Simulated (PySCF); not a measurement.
Work out the structure from these simulated measurements.

Formula: C2H4F2S.

- NMR, other nuclei: isotropic shieldings of nuclei other than C and H, by class: 314 (2 F), 646 (1 S) ppm [GIAO B97-2/pcSseg-2]
- 13C NMR: chemical shifts (computed TMS as zero) by class: 120.2 (1 C), 35.2 (1 C) ppm [GIAO B97-2/pcSseg-2]
- 1H NMR: chemical shifts (computed TMS as zero) by class: 6.03 (1 H), 2.73 (2 H), 2.01 (1 H) ppm [GIAO B97-2/pcSseg-2]
- Dipole: 2.50 D [B97-2/pcSseg-2]
- Rotational structure: rotational constants A, B, C: 6.629, 2.572, 2.328 GHz [PBE0-D3(BJ)/def2-TZVP]

Electronic properties: PySCF, gas phase, density fitting. Levels stand in brackets. One conformer (not necessarily the lowest) at the PBE0-D3(BJ)/def2-TZVP geometry, without solvent, vibrations or thermal averaging. NMR values are class means; diastereotopic atoms form classes of their own.

**Question.** Propose a structure and show how it fits.

**Answer.** Numbering: `[F:1][CH:2]([F:3])[CH2:4][SH:5]`. Its formula, C2H4F2S, gives 0 degrees of unsaturation, so no ring and no π bond. 2 carbons fall into 2 classes; from least to most shielded: CHF2 carbon [C2] (120.2 ppm), sp3 carbon bound to sulfur [C4] (35.2 ppm). Hydrogen classes from least to most shielded: 1 H on a CHF2 carbon, C2 (6.03 ppm), 2 H on an sp3 carbon bound to sulfur, C4 (2.73 ppm, a mean of values up to 0.6 ppm apart in this geometry), 1 H on a thiol sulfur, S5 (2.01 ppm). The other shieldings belong to: 314 ppm, fluorine of a CF2 group [F1/F3]; 646 ppm, thiol sulfur [S5]. By its constants the optimised geometry is an asymmetric top. Structure: CHF2CH2SH, `FC(F)CS`. The assignments are read from this structure; whether some other isomer fits the data as well wasn't checked.

The values belong to the conformer `[F:1][CH:2]([F:3])[CH2:4][SH:5]`: F1–C2–C4–S5 60°, H–S5–C4–C2 -64°.
